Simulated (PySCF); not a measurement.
# Working out the electron affinity of Al

Al⁻ [Ne] 3s2 3p2 (3P) → Al [Ne] 3s2 3p1 (2P). Computed with PySCF 2.14 in aug-cc-pV(Q+d)Z with one added diffuse shell each of s, p, d, f, g type (8s7p6d4f3g, 114 functions), with no relativity, point nucleus. Frozen: [Ne]. Energies in hartree (1 hartree = 27.21139 eV):

```
             part  Al⁻ (lower)   Al (upper)
              UHF  -241.880980  -241.880450
MP2 opposite-spin    -0.041538    -0.035509
    MP2 same-spin    -0.010072    -0.002646
```

What does Hartree-Fock give?

(-241.880450) − (-241.880980) = 0.000530 hartree = 0.014 eV.

What do MP2 and SCS-MP2 (6/5 opposite-spin, 1/3 same-spin) give?

The opposite-spin parts differ by 0.164 eV and the same-spin parts by 0.202 eV. MP2: 0.014 + (0.164) + (0.202) = 0.380 eV. SCS-MP2: 0.014 + 1.2 × (0.164) + (0.202)/3 = 0.278 eV.

A first-order spin-orbit estimate adds -0.003 eV to MP2 (valence), giving 0.377 eV against 0.433 eV (measured; photodetachment measurements, as compiled on the Wikipedia data page of electron affinities).

What remains against the reference includes basis incompleteness, the frozen core and correlation beyond second order.
